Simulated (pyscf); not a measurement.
Thermochemistry of product channels of Cl–GaH–Cl on the singlet surface, in eV, from CCSD(T)/def2-TZVPP + ΔMP2(QZVPP) energies (ideal gas, 1 atm, RRHO with modes under 100 cm⁻¹ raised to 100, one conformer, R ln 2 for chiral ones without a mode under 150 cm⁻¹). PySCF, gas phase, ωB97X-D3(BJ)/def2-SVP geometries. Correlated levels are frozen-core, on RHF or UHF. ΔMP2 is the change of the MP2 total energy from the triple- to the quadruple-zeta basis.

```csv
products,ΔE,ΔH(298 K),ΔG(298 K),ΔG(1200 K)
chlorine (Cl–Cl) + GaH [singlet],(withheld),+5.04,+4.65,(withheld)
hydrogen chloride (HCl) + Cl–Ga [singlet],+1.12,+1.12,+0.72,-0.43
```

### Question
Complete the blanks.

### Answer

- chlorine (Cl–Cl) + GaH [singlet], ΔE: +5.12
- chlorine (Cl–Cl) + GaH [singlet], ΔG(1200 K): +3.52

The channel to HCl + Cl–Ga [singlet] turns favourable between 298 and 1200 K (ΔG from +0.72 eV to -0.43 eV).

These are energies of the channels, which say nothing of barriers. The CCSD(T) − MP2 part came from Ansatz, without density fitting, on the same reference. The frozen core leaves the outer d or s,p core shells of the metals and heavy elements correlated in the MP2 and CC values, and def2-TZVPP describes them poorly, which can shift differences by a few kcal/mol. Elements up to Kr have no core potential and no relativistic terms here.
